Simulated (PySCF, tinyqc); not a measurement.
Inside a calculation. Method: MP2 on RHF in the sto-3g basis, frozen core, for HF, spin multiplicity 1. The lowest restricted solution is unstable here: a spin-polarised one lies 0.0091 hartree lower (PySCF). One step of it, computed by the program tinyqc.

Problem. Second-order Moller-Plesset energy. E2 = sum_ijab (ia|jb) [2 (ia|jb) - (ib|ja)] / (e_i + e_j - e_a - e_b) over occupied i, j and virtual a, b; the opposite-spin part is (ia|jb)^2 / denominator, the rest is same-spin, and SCS-MP2 scales them by 6/5 and 1/3.

orbital energies (hartree): MO1 -25.929502, MO2 -1.409867, MO3 -0.466164, MO4 -0.464087, MO5 -0.464087, MO6 0.325669

Two-electron integrals over orbitals (pq|rs), unique and non-zero (hartree); the lowest 1 orbital is frozen and left out:
```
(22|22) 0.875876    (32|22) -0.045673   (32|32) 0.130842    (33|22) 0.681723
(33|32) -0.011337   (33|33) 0.664963    (42|42) 0.190269    (43|42) -0.025613
(43|43) 0.034047    (44|22) 0.897165    (44|32) -0.062400   (44|33) 0.667830
(44|44) 0.997514    (52|52) 0.190269    (53|52) -0.025613   (53|53) 0.034047
(54|54) 0.053770    (55|22) 0.897165    (55|32) -0.062400   (55|33) 0.667830
(55|44) 0.889973    (55|55) 0.997514    (62|22) -0.078350   (62|32) -0.079969
(62|33) -0.020973   (62|44) -0.077901   (62|55) -0.077901   (62|62) 0.091320
(63|22) -0.246491   (63|32) 0.075971    (63|33) -0.089899   (63|44) -0.253074
(63|55) -0.253074   (63|62) 0.033242    (63|63) 0.239333    (64|42) -0.026164
(64|43) -0.023011   (64|64) 0.028722    (65|52) -0.026164   (65|53) -0.023011
(65|65) 0.028722    (66|22) 0.632923    (66|32) 0.042256    (66|33) 0.642335
(66|44) 0.618361    (66|55) 0.618361    (66|62) -0.050932   (66|63) -0.027646
(66|66) 0.666842
```

Hartree-Fock energy = -98.48827139 hartree

Give: Terms; Pair energies; MP2 correlation energy; SCS-MP2 correlation energy; MP2 total energy.

Solution.

Terms:
```
i  j  a  b  (ia|jb)  (ib|ja)  denominator       term
3  3  6  6   0.2393   0.2393      -1.5837    -0.0362
2  2  6  6   0.0913   0.0913      -3.4711    -0.0024
4  4  6  6   0.0287   0.0287      -1.5795    -0.0005
5  5  6  6   0.0287   0.0287      -1.5795    -0.0005
2  3  6  6   0.0332   0.0332      -2.5274  -4.37e-04
3  2  6  6   0.0332   0.0332      -2.5274  -4.37e-04
```

Pair energies (hartree; pair i-j sums ij and ji):
```
pair  opposite spin  same spin
2-2         -0.0024     0.0000
3-2         -0.0009     0.0000
3-3         -0.0362     0.0000
4-4         -0.0005     0.0000
5-5         -0.0005     0.0000
```

MP2 correlation energy = -0.040491 hartree

SCS-MP2 correlation energy = -0.048589 hartree

MP2 total energy = -98.528762 hartree
